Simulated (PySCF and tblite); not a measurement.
Values are calculated unless marked as measured or tabulated.
C₅H₈O, numbered as in [CH2:1]=[CH:2][C:3](=[O:4])[CH2:5][CH3:6].

Level: B3LYP-D3(BJ)/def2-TZVP (IEF-PCM, chloroform)//GFN2-xTB, thermal terms from GFN2-xTB, symmetry numbers and mirror pairs counted. Conformers within 3 kcal/mol (GFN2-xTB free energy) were kept, 5 at most. GIAO shieldings: wB97X-D/pcSseg-1 (IEF-PCM, chloroform). Shifts are against TMS (¹H), TMS (¹³C) at the same level; of two unlike H on one atom, a is the less shielded. Programs: PySCF with density fitting and tblite.

(1) What shifts does this protocol give at 298.15 K under fast conformational exchange?

(2) How do the conformers differ?

(3) Which signal moves most, for its nucleus, between 250 and 373.15 K through the change of populations alone?

Shifts are unscaled: against experiment ¹³C can be off by 15 ppm or more and ¹H by 0.8 ppm.

Results:

(1) ¹H: 6.83 (H1a, 1H), 6.56 (H2, 1H), 6.52 (H1b, 1H), 2.71 (H5, 2H), 1.14 (H6, 3H) ppm. ¹³C: 210.7 (C3), 144.9 (C2), 140.9 (C1), 38.0 (C5), 10.8 (C6) ppm.

(2) Torsions listed: C1–C2–C3–O4, O4–C3–C5–C6. Of a mirror pair one member is shown.
```csv
conformer,shape,weight %
1,"180°, 0°",46.9
2,"0°, 0°",41.3
3,"-165°, -107°",11.8
```

```csv
signal,1,2,3,average
H1a,6.72,7.02,6.62,6.83
H1b,6.68,6.27,6.72,6.52
H2,6.43,6.80,6.25,6.56
H5,2.79,2.63,2.69,2.71
H6,1.12,1.12,1.32,1.14
C1,141.2,140.2,142.3,140.9
C2,147.2,142.4,144.6,144.9
C3,211.2,209.0,214.5,210.7
C5,34.4,42.3,37.7,38.0
C6,9.9,10.2,16.7,10.8
```

(3) C6: 10.6 ppm at 250 K, 10.7 ppm at 273.15 K, 10.8 ppm at 298.15 K, 10.9 ppm at 323.15 K, 11.1 ppm at 373.15 K.
